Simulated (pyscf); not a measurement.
Four-centre exchange: `[O]=[PH]` + `[H][H]` -> `[O]=[PH]` + `[H][H]`

Gas phase, singlet surface, charge 0. Bonds broken: P2–H3, H4–H5. Bonds formed: P2–H4, H3–H5. Single points on ωB97X-D3(BJ)/def2-SVP structures (PySCF, gas phase).

Transition state (Å):

```xyz
5

O      0.4406    -0.0856     0.6692
P     -0.9537    -0.5274     0.8995
H     -1.3620    -1.6963    -0.1437
H     -1.9569     0.1725    -0.1608
H     -1.7834    -0.8058    -0.6013
```

One imaginary mode, 1605i cm⁻¹; descent along it reached the two sides named.

| bond | change | reactant side (Å) | saddle | product side |
|---|---|---|---|---|
| P2–H3 | breaks | 1.470 | 1.619 | 2.9 |
| H4–H5 | breaks | 0.761 | 1.087 | 2.7 |
| P2–H4 | forms | 2.9 | 1.619 | 1.470 |
| H3–H5 | forms | 2.7 | 1.086 | 0.761 |

Electronic energies relative to the separated reactants (eV):

```json
[
 {"level": "ωB97X-D3(BJ)/def2-TZVP", "barrier": "0.99", "reaction energy": "0.00", "reverse barrier": "0.99"},
 {"level": "PBE/def2-TZVP", "barrier": "0.62", "reaction energy": "0.00", "reverse barrier": "0.62"},
 {"level": "r²SCAN/def2-TZVP", "barrier": "0.67", "reaction energy": "0.00", "reverse barrier": "0.67"},
 {"level": "B3LYP-D3(BJ)/def2-TZVP", "barrier": "0.96", "reaction energy": "0.00", "reverse barrier": "0.96"},
 {"level": "PBE0-D3(BJ)/def2-TZVP", "barrier": "0.70", "reaction energy": "0.00", "reverse barrier": "0.70"},
 {"level": "M06-2X/def2-TZVP", "barrier": "1.05", "reaction energy": "0.00", "reverse barrier": "1.05"},
 {"level": "ωB97M-D3(BJ)/def2-TZVP", "barrier": "0.98", "reaction energy": "0.00", "reverse barrier": "0.98"},
 {"level": "HF/def2-TZVP", "barrier": "1.64", "reaction energy": "0.00", "reverse barrier": "1.64"}
]
```

With ωB97M-D3(BJ)/def2-TZVP energies and thermal terms (ideal gas, 1 atm, RRHO with modes under 100 cm⁻¹ raised to 100, one conformer, R ln 2 for chiral ones without a mode under 150 cm⁻¹), in eV:

```tsv
T (K)	ΔH‡	ΔG‡	ΔH	ΔG
298	1.00	1.38	0.00	0.00
600	0.96	1.78	0.00	0.00
900	0.95	2.19	0.00	0.00
1200	0.96	2.60	0.00	0.00
```

This is the saddle that the search found; another between the same sides may lie lower.
